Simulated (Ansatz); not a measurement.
**How far a parabola holds: energy against volume of zinc-blende CuCl**

We consider zinc-blende CuCl, described by PBE in Ansatz (PAW). Numerical settings: plane-wave cutoff 520 eV, 12×12×12 k mesh, Fermi–Dirac smearing 0.01 eV, no spin polarisation, scalar-relativistic PAW data made under PBE. The cell has no free parameter but its volume, all volumes share cutoff and mesh, and the runs aren't spin-polarised. Energies are free energies at the run's smearing, counted from the lowest row; static lattice.

| V (Å³/atom) | E (meV/atom) |
|---|---|
| 18.751 | ? |
| 19.150 | 5.25 |
| 19.549 | 1.26 |
| 19.948 | 0.00 |
| 20.346 | 1.17 |
| 20.745 | 4.50 |

Q: Using a parabola, estimate the missing E at V = 18.751 from the other rows, showing the fit.

A: With u = V - 19.9, the rows have u = -0.7500, -0.3510, 0.0480, 0.4460, 0.8450. Least squares gives E = 0.035 - 1.1272·u + 7.6668·u². Residuals (row less fit): 0.057, -0.115, 0.001, 0.113, -0.057; standard error 0.127 (degrees of freedom: 2). The fitted curve has its minimum at V = 20.0, where E = -0.01. Its curvature is d²E/dV² = 2 × 7.6668 meV/Å⁶, so B = V0·d²E/dV² × 0.1602 = 49.1 GPa. At the withheld row, u = -1.1490, so E = 0.035 - 1.1272 × (-1.1490) + 7.6668 × (-1.1490)² = 11.452 meV/atom. The calculation gives 12.35 meV/atom, 0.898 meV/atom above the prediction (7.3 % of the range of E in the table). The row lies outside the fitted rows, so this is an extrapolation. From the scatter of the fitted rows alone, a prediction at this place has a standard error of 0.302 meV/atom, so the miss is 3.0 times that.

The residuals are curvature that a parabola lacks, not noise. A solid that stiffens under compression and softens on expansion lies above the parabola at the compressed end and under it at the expanded end, as this row does. A third-order Birch-Murnaghan fit to the whole scan has B0 = 48.7 GPa. Only scans are tabulated whose curvature falls smoothly with volume, and where the parabola meets the shown rows within 5 % of their range and misses the end by 0.1 meV or more.

Measured, for comparison: bulk modulus 38.1 GPa (temperature not stated, not corrected to a static lattice; as tabulated in Gopakumar et al. (2017), arXiv:1612.07068). Computed less measured: bulk modulus +28 %.

Ansatz is a quantum-chemistry and plane-wave program.
